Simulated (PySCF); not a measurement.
Level of theory: B3LYP-D3(BJ)/def2-TZVP run with PySCF. Isolated molecules, 0 K electronic values unless said otherwise. B3LYP has the VWN-RPA correlation part, as in Gaussian. Excitations are Tamm–Dancoff values on a coarser integration grid. The basis has no diffuse functions, so Rydberg states are missing or too high.

Reference species (SMILES): `[F][Al]([F])[F]` (neutral, multiplicity 1).

```json
{
 "S1–T1 gap (TDA)": "0.23 eV",
 "S1 excitation (TDA)": "8.12 eV",
 "HOMO–LUMO gap": "9.49 eV"
}
```

After one change: the S1–T1 gap (TDA) rises by 0.06 eV; the S1 excitation (TDA) falls by 2.08 eV; the HOMO–LUMO gap falls by 2.38 eV.

Name the change that produced these shifts. The new species is one of these.
A) `[F][Al]([F])[Br]`
B) `[Br][Al]([Br])[Br]`
C) `[F][Al]([Br])[Br]`

A, `[F][Al]([F])[Br]`
